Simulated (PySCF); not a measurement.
Broadened absorption spectrum of C3H7ClO

Compound: C3H7ClO.
Geometry (GFN2-xTB, Å), atoms numbered from 1 in this order:
```
atom  x, y, z in Å
C1     1.512   -0.285   -0.088
C2     0.193    0.454   -0.189
Cl3    0.123    1.723    1.090
C4    -1.017   -0.461   -0.003
O5    -2.232    0.213   -0.161
H6     1.574   -1.029   -0.880
H7     1.593   -0.789    0.873
H8     2.346    0.404   -0.191
H9     0.107    0.991   -1.137
H10   -1.000   -1.236   -0.774
H11   -0.958   -0.946    0.983
H12   -2.240    0.961    0.452
```

Method used: TDDFT wB97X-D/def2-SVPD, vertical, gas phase, core orbitals frozen in the response (PySCF).

Computed states:

| state | E (eV) | f |
| --- | --- | --- |
| S1 | 7.45 | 0.0003 |
| S2 | 7.60 | 0.0024 |
| S3 | 7.88 | 0.0031 |
| S4 | 8.18 | 0.0063 |
| S5 | 8.62 | 0.034 |
| S6 | 8.70 | 0.023 |
| S7 | 8.84 | 0.077 |
| S8 | 8.99 | 0.088 |

Each state is given a Gaussian of 0.25 eV full width at half maximum, with ε(max) = 2.175×10⁸ f / Δν̃ (Δν̃ the width in cm⁻¹). The width is an assumption, not a result. The curve ends short of the highest state used, and states not computed would add to its high-energy end.

Question: What does the envelope look like, and where are its maxima?

Answer: 
E (eV), ε (L mol⁻¹ cm⁻¹) and a bar:
```
     7.07          0 
     7.10          0 
     7.12          0 
     7.15          1 
     7.17          1 
     7.19          2 
     7.22          4 
     7.24          5 
     7.27         10 
     7.29         14 #
     7.31         20 #
     7.34         33 #
     7.36         44 ##
     7.39         66 ###
     7.41         85 ####
     7.43        107 #####
     7.46        145 ######
     7.48        172 ########
     7.51        213 #########
     7.53        237 ##########
     7.55        257 ###########
     7.58        275 ############
     7.60        278 ############
     7.62        275 ############
     7.65        261 ###########
     7.67        250 ###########
     7.70        237 ##########
     7.72        235 ##########
     7.74        240 ###########
     7.77        259 ###########
     7.79        279 ############
     7.82        312 ##############
     7.84        331 ###############
     7.86        346 ###############
     7.89        356 ################
     7.91        354 ################
     7.94        345 ###############
     7.96        340 ###############
     7.98        341 ###############
     8.01        360 ################
     8.03        389 #################
     8.06        455 ####################
     8.08        509 ######################
     8.10        565 #########################
     8.13        638 ############################
     8.15        671 #############################
     8.18        683 ##############################
     8.20        664 #############################
     8.22        625 ###########################
     8.25        538 ########################
     8.27        471 #####################
     8.30        378 #################
     8.32        334 ###############
     8.34        315 ##############
     8.37        358 ################
     8.39        450 ####################
```

Maxima: 163 nm (7.60 eV), ε about 280, made up of S2 (92%); 157 nm (7.89 eV), ε about 360, made up of S3 (93%) (hardly more than a shoulder); 152 nm (8.17 eV), ε about 680, made up of S4 (99%) (ε in L mol⁻¹ cm⁻¹; maxima over ε = 5, shares over 10%). At its high-energy end, 8.39 eV, the curve is still rising (ε about 450, from S4 and S5).

Question: Coming from long wavelengths, where does ε first pass 100 L mol⁻¹ cm⁻¹?

Answer: At about 167 nm (7.42 eV), 0.02 eV below S1.

Question: What would ε be at 8.17 eV, the highest of these maxima, with half the width (0.125 eV)?

Answer: About 1340 L mol⁻¹ cm⁻¹ against 684, a factor of about 1.97; a lone state at its own centre would give exactly 2.

On an Arm Neoverse V1 with one thread, on a shared host, this took 20 s.

One conformer stands for the species.
